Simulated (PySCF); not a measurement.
S₂F₂ at several levels of theory

All levels use the PBE0 minimum (singlet; S–F 1.606 Å (×2), S–S 1.859 Å; F–S–F 92.0°, F–S–S 107.9° (×2)), basis [S def2-TZVP, F def2-TZVP], no relativity, density fitting, no spin–orbit coupling, PySCF. For vertical energies the ionised species is a doublet (spins chosen at PBE0 and kept) and the electron-attached one a doublet. Atomisation goes to high-spin ground-configuration atoms, without zero-point energy. Open shells are unrestricted, also as the reference of the correlated levels. A dash marks a value that was not computed or is not defined at that level.

```xyz
4
charge 0 multiplicity 1, angstrom
S     0.1027    0.1779   -0.5054
S    -0.7410   -1.2834    0.2742
F     1.5375    0.3524    0.1946
F    -0.4636    1.5077    0.1945
```

```
  level  atomisation (kJ/mol)  vertical IP (eV)  vertical EA (eV)  −ε(HOMO) (eV)  gap (eV)  dipole (D)
   PBE0                  1045             10.50             -0.09           8.12      5.97        0.96
     HF                   442              9.45             -0.49          10.82     12.42        1.30
    MP2                  1057             10.69             -0.44              –         –           –
    PBE                  1154             10.40             -0.29           6.91      3.89        0.83
CCSD(T)                   964             10.48             -0.40              –         –           –
 r2SCAN                  1084             10.46             -0.15           7.18      4.25        0.86
  B3LYP                  1019             10.53             -0.11           7.89      5.52        1.00
  TPSSh                  1042             10.45             -0.17           7.48      4.86        0.90
   MN15                  1073             10.59             -0.13           8.80      7.22        1.02
    M06                  1065             10.54             -0.30           8.07      6.04        1.07
```

For S₂F₂ itself CCSD(T) correlates 26 electrons; T1 = 0.018, D1 = 0.055, (T) = -101 kJ/mol.

Q: Which levels differ least and most from CCSD(T) in the atomisation?

A: Least: B3LYP (+55 kJ/mol); most: HF (-522 kJ/mol). CCSD(T) atomisation energies in a triple-zeta basis lie tens of kJ/mol low, so this is no ranking by accuracy.

Without diffuse functions attachment energies tend to come out too low.
